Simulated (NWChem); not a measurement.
**PH3 (phosphine) at 4 levels**

Wanted: a comparison of 4 runs (HF/STO-3G, HF/3-21G, B3LYP/6-31G*) of PH3 (phosphine). 

Program for the calculation: NWChem 7.3.0.

### 1 The molecule

PH3 has 4 atoms, charge 0, and is taken as a singlet. SMILES: `P`. The coordinates come from a PBE0-D4/def2-TZVP relaxation.

Bond lengths: P1–H2 1.420 Å, P1–H3 1.420 Å, P1–H4 1.420 Å. Angles: H2–P1–H3 93.1°, H2–P1–H4 93.1°, H3–P1–H4 93.1°.

### 2 Energy and gradient at HF/STO-3G (run 1)

The input, h3p.nw:

```
start h3p
title "H3P"
memory stack 880 mb heap 220 mb global 1100 mb
geometry units au noautosym nocenter noautoz
  P      0.65384524    -0.61699558    -0.62890085
  H      1.19222821    -0.06425069     1.94074873
  H     -1.90011962    -1.25288842    -0.10809233
  H      0.05423514     1.93413469    -1.20356657
end
basis spherical bse
  P library STO-3G
  H library STO-3G
end
scf
  thresh 1e-08
  maxiter 80
  noprint "final vectors analysis"
end
task scf gradient
```

Command:

```sh
nwchem h3p.nw > h3p.out
```

The program printed:

```text
[...]
  functions       =    12
[...]
  wavefunction    = RHF
[...]
         Total SCF energy =   -338.633640179022
      One-electron energy =   -505.558886944460
      Two-electron energy =    149.382624916737
 Nuclear repulsion energy =     17.542621848700
        Time for solution =      0.1s
[...]
                         RHF ENERGY GRADIENTS
    atom               coordinates                        gradient
                 x          y          z           x          y          z
   1 P       0.653845  -0.616996  -0.628901    0.024041  -0.022670  -0.023165
   2 H       1.192228  -0.064251   1.940749    0.004228   0.005215   0.022771
   3 H      -1.900120  -1.252888  -0.108092   -0.022634  -0.005123   0.004968
   4 H       0.054235   1.934135  -1.203567   -0.005635   0.022578  -0.004574
[...]
```

Run time: 0.77 s. Hardware: 1 thread of AMD EPYC 7R43 (Zen 3), shared host; peak memory 0.096 GiB.

### 3 Energy and forces at HF/3-21G (run 2)

The input, run.py:

```python
from ase import Atoms
from ase.calculators.nwchem import NWChem

system = Atoms(['P', 'H', 'H', 'H'], positions=[
    [0.346000, -0.326500, -0.332800],
    [0.630900, -0.034000, 1.027000],
    [-1.005500, -0.663000, -0.057200],
    [0.028700, 1.023500, -0.636900],
])

calc = NWChem(
    label='a',
    theory='scf',
    memory='2200 mb',
    basis='3-21G',
    basispar='spherical bse',
    scf={'nopen': '0', 'rhf': None, 'thresh': '1e-08', 'maxiter': '80'},
)
system.calc = calc

forces = system.get_forces()
print("Total energy (eV):", round(system.get_potential_energy(), 6))
print("forces (eV/A):")
for s, f in zip(system.symbols, forces):
    print(f"{s:2s} {f[0]:10.5f} {f[1]:10.5f} {f[2]:10.5f}")
print("dipole (e A):", system.get_dipole_moment().round(4))
```

Command:

```sh
export ASE_NWCHEM_COMMAND="nwchem PREFIX.nwi > PREFIX.nwo"
python run.py
```

The program printed:

```text
Total energy (eV): -9271.021524
forces (eV/A):
P    -0.22585    0.21253    0.21854
H     0.23983   -0.10233    0.12835
H    -0.12043   -0.24035   -0.11015
H     0.10644    0.13015   -0.23675
dipole (e A): [-0.1453  0.1372  0.1398]
```

The calculator wrote a.nwi:

```
title "a"

permanent_dir a

scratch_dir a

start a

geometry units angstrom nocenter noautosym noautoz
  P  3.4599999999999997e-01 -3.2650000000000001e-01 -3.3279999999999998e-01
  H  6.3090000000000002e-01 -3.4000000000000002e-02 1.0269999999999999e+00
  H  -1.0055000000000001e+00 -6.6300000000000003e-01 -5.7200000000000001e-02
  H  2.8700000000000000e-02 1.0235000000000001e+00 -6.3690000000000002e-01
end

memory 2200 mb

basis spherical bse noprint
   * library 3-21G
end

scf
  nopen 0
  rhf
  thresh 1e-08
  maxiter 80
end

task scf gradient
```

a.nwo:

```text
Northwest Computational Chemistry Package (NWChem) 7.3.0
             --------------------------------------------------------

           Job information
           ---------------

    nwchem branch   = 7.3.0
    use scalapack   = T
    input           = a.nwi
    prefix          = a.
    data base       = a/a.db
    status          = startup
    nproc           =        1

           Memory information
           ------------------

    heap     =     72089600 doubles =      550.0 Mbytes
    stack    =     72089597 doubles =      550.0 Mbytes
    global   =    144179200 doubles =     1100.0 Mbytes (distinct from heap & stack)
    total    =    288358397 doubles =     2200.0 Mbytes
    verify   = yes
    hardfail = no

[... 119 lines left out ...]
 Convergence threshold     :          1.000E-08
[... 12 lines left out ...]
       Final RHF  results
[... 3 lines left out ...]
      One-electron energy =   -506.102414208527
[... 1 line left out ...]
 Nuclear repulsion energy =     17.542623112300
[... 27 lines left out ...]
                       ROHF Final Molecular Orbital Analysis
[... 180 lines left out ...]
  wavefunction    =   RHF

                         RHF ENERGY GRADIENTS

    atom               coordinates                        gradient
                 x          y          z           x          y          z
   1 P       0.653845  -0.616996  -0.628901    0.004392  -0.004133  -0.004250
   2 H       1.192228  -0.064251   1.940749   -0.004664   0.001990  -0.002496
   3 H      -1.900119  -1.252888  -0.108092    0.002342   0.004674   0.002142
   4 H       0.054235   1.934135  -1.203566   -0.002070  -0.002531   0.004604

                 ----------------------------------------
                 |  Time  |  1-e(secs)   |  2-e(secs)   |
                 ----------------------------------------
                 |  CPU   |       0.00   |       0.02   |
                 ----------------------------------------
                 |  WALL  |       0.00   |       0.02   |
                 ----------------------------------------

 Task  times  cpu:        0.2s     wall:        0.2s
 Total times  cpu:        0.2s     wall:        0.2s
```

It took 1.3 s on 1 thread of AMD EPYC 7R43 (Zen 3), shared host; peak memory 0.098 GiB.

Run 3 isn't shown in full; the table further down has it.

### 4 Energy and forces at B3LYP/6-31G(d) (Cartesian functions) (run 4)

The input, mymol.nw:

```
start mymol
memory 2200 mb

geometry units angstroms noautosym nocenter noautoz
  P        0.346000      -0.326500      -0.332800
  H        0.630900      -0.034000       1.027000
  H       -1.005500      -0.663000      -0.057200
  H        0.028700       1.023500      -0.636900
end

basis
  * library 6-31G*
end

dft
  xc b3lyp
  grid xfine
  convergence energy 1e-08
  iterations 100
  mulliken
  noprint "final vectors analysis"
end

task dft gradient
```

Command:

```sh
nwchem mymol.nw > mymol.out
```

The program printed:

```text
[...]
          Wavefunction type:  closed shell.
          No. of atoms     :     4
          No. of electrons :    18
[...]
          Charge           :     0
          Spin multiplicity:     1
[...]
          AO basis - number of functions:    25
[...]
              XC Information
              --------------
                         B3LYP Method XC Potential
                     Hartree-Fock (Exact) Exchange  0.200
                        Slater Exchange Functional  0.800 local
                    Becke 1988 Exchange Functional  0.720 non-local
              Lee-Yang-Parr Correlation Functional  0.810
                  VWN I RPA Correlation Functional  0.190 local
[...]
 d= 0,ls=0.0,diis     1   -343.1259972265 -3.61D+02  1.52D-02  1.44D-01     0.6
[...]
 d= 0,ls=0.0,diis     7   -343.1402488249 -3.44D-10  8.06D-08  2.37D-12     2.7
         Total DFT energy =     -343.140248824929
      One electron energy =     -508.440900272652
           Coulomb energy =      172.096774238898
    Exchange-Corr. energy =      -24.338745903474
 Nuclear repulsion energy =       17.542623112300
[...]
      Total Density - Mulliken Population Analysis
     ---------------------------------------------
    Atom       Charge   Shell Charges
 -----------   ------   -------------------------------------------------------
    1 P   15    15.09   2.00  1.99  5.97  1.28  2.39  0.52  0.87  0.08
    2 H    1     0.97   0.51  0.46
    3 H    1     0.97   0.51  0.46
    4 H    1     0.97   0.51  0.46
[...]
  wavefunction    = closed shell
                         DFT ENERGY GRADIENTS
    atom               coordinates                        gradient
                 x          y          z           x          y          z
   1 P       0.653845  -0.616996  -0.628901   -0.001241   0.001183   0.001169
   2 H       1.192228  -0.064251   1.940749   -0.000787  -0.000163  -0.001850
   3 H      -1.900119  -1.252888  -0.108092    0.001836   0.000837  -0.000116
   4 H       0.054235   1.934135  -1.203566    0.000192  -0.001858   0.000797
[...]
```

Wall time 3.9 s (1 thread of AMD EPYC 7R43 (Zen 3), shared host); peak memory 0.12 GiB.

### 5 The series

```tsv
run	level	iteration cap	module	energy (Eh)	dipole moment (D)	largest force (eV/Å)	wall time
1	HF/STO-3G	80	scf	-338.633640	0.53	2.075	0.77 s
2	HF/3-21G	80	scf	-340.703760	1.17	0.379	1.3 s
3	B3LYP/6-31G* (spherical functions)	100	dft	-343.137775	0.96	0.106	3.9 s
4	B3LYP/6-31G* (Cartesian functions)	100	dft	-343.140249	0.97	0.107	3.9 s
```

### 6 Results

| quantity | value |
| --- | --- |
| run 4: total energy | -343.14025 Eh |
| run 4: dipole moment | 0.97 D |
| run 4: largest force on an atom | 0.107 eV/Å |

In words: The dipole moment (its size) runs from 0.53 D (HF/STO-3G) to 1.17 D (HF/3-21G). In run 1 the basis is minimal, so the values are rough. All runs together took 9.9 s, the longest 3.9 s.
